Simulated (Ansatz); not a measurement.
# P₃H (triplet): the correlation ladder at a displaced geometry (v2), cc-pVDZ

Aim: climb from Hartree-Fock through coupled cluster and multireference methods for P₃H (triplet) at one geometry and basis, and see what each rung misses.

Method: cc-pVDZ, core rule «outside noble gas», up to 15 orbitals frozen; program: Ansatz 0.2.0, Gaussian basis.

Plan: UHF; CCSD(T) on ROHF; CCSD(T) on UHF; BCCD(T) on ROHF; CISD as a restricted active space (open shells left free, so some higher excitations enter); CCSDT(Q) on ROHF; CCSDT(Q) on UHF; CASSCF and MRCISD+Q, 10 electrons in 10 orbitals; CASSCF and NEVPT2, 10 electrons in 10 orbitals.

24 further runs of the same task are left out: 2 for a known fault of the program, 8 that didn't finish, 14 set aside as unsound or not needed. Runs told in other sessions of the task aren't counted.

### Step 1. The system

The geometry is a PBE0/def2-TZVP stationary point (not a proven minimum) with its atoms shifted at random (size 0.100 Å).

4 atoms, charge 0, spin multiplicity 3.

Atoms are counted from 1 here; the program's logs count them from 0.

Bond lengths: P1–P2 2.056 Å, P2–P3 2.132 Å, P3–H4 1.379 Å. Angles: P1–P2–P3 99.6°, P2–P3–H4 93.7°.

### Step 2. UHF

Input file in.yaml:

```yaml
crystal:
  periodic: [false, false, false]
  atoms:
    - {symbol: P, position_ang: [0.083526, -0.414666, 1.619550]}
    - {symbol: P, position_ang: [-0.081348, 0.892052, 0.040803]}
    - {symbol: P, position_ang: [-0.004728, -0.493454, -1.577808]}
    - {symbol: H, position_ang: [0.078381, 0.493784, -2.536576]}
basis:
  gaussian: {orbitals: cc-pVDZ}
magnetization: {spin_polarized: true, initial_magnetization: 2}
hamiltonian: {xc: hf}
output: {orbitals: {seedname: orbitals}}
```

Started as:

```sh
$ ansatz run in.yaml --threads 1 --pin off --events-out ev --progress --plain --max-ram 2393MiB
```

Further steps of the session: CCSD(T) on ROHF; CCSD(T) on UHF; BCCD(T) on ROHF; CISD as a restricted active space (open shells left free, so some higher excitations enter); CCSDT(Q) on ROHF; CCSDT(Q) on UHF; CASSCF and MRCISD+Q, 10 electrons in 10 orbitals; CASSCF and NEVPT2, 10 electrons in 10 orbitals.

**Question.** What will the summary of the whole plan be? Wanted: RCCSDT(Q) from the RHF energy; RMP2 from RCCSDT(Q); UMP2 from RCCSDT(Q); RCCSD from RCCSDT(Q); RCCSD(T) from RCCSDT(Q); UCCSD(T) from RCCSDT(Q); UCCSDT(Q) from RCCSDT(Q); NEVPT2 valence from RCCSDT(Q); MRCISD+Q valence from RCCSDT(Q).

As calculated:

| quantity | value |
| --- | --- |
| RCCSDT(Q) from the ROHF energy | -10.5648 eV |
| RMP2 from RCCSDT(Q) | +1802.3 meV |
| UMP2 from RCCSDT(Q) | +2005.4 meV |
| RCCSD from RCCSDT(Q) | +569.1 meV |
| RCCSD(T) from RCCSDT(Q) | +97.4 meV |
| UCCSD(T) from RCCSDT(Q) | +116.6 meV |
| UCCSDT(Q) from RCCSDT(Q) | -2.9 meV |
| NEVPT2 valence from RCCSDT(Q) | +1665.0 meV |
| MRCISD+Q valence from RCCSDT(Q) | +138.5 meV |
| levels within 1 kcal/mol (43 meV) | UCCSDT, UCCSDT(Q) |
| T1 diagnostic | 0.055 |
| effectively unpaired electrons | 2.13 |

In words: RCCSD(T) misses by +97.4 meV, 0.9 % of the correlation energy. The occupations are near whole numbers, but T1 = 0.055 shows that the orbitals relax strongly. Of the multireference levels listed MRCISD+Q valence comes nearest in total energy (+138.5 meV), which doesn't show that its space is the better one. These misses are within one basis, not against nature; the frozen cores of restricted and unrestricted runs differ, which can shift their rows.

With open shells the CI space here admits some higher excitations, so it is larger than plain CISD.
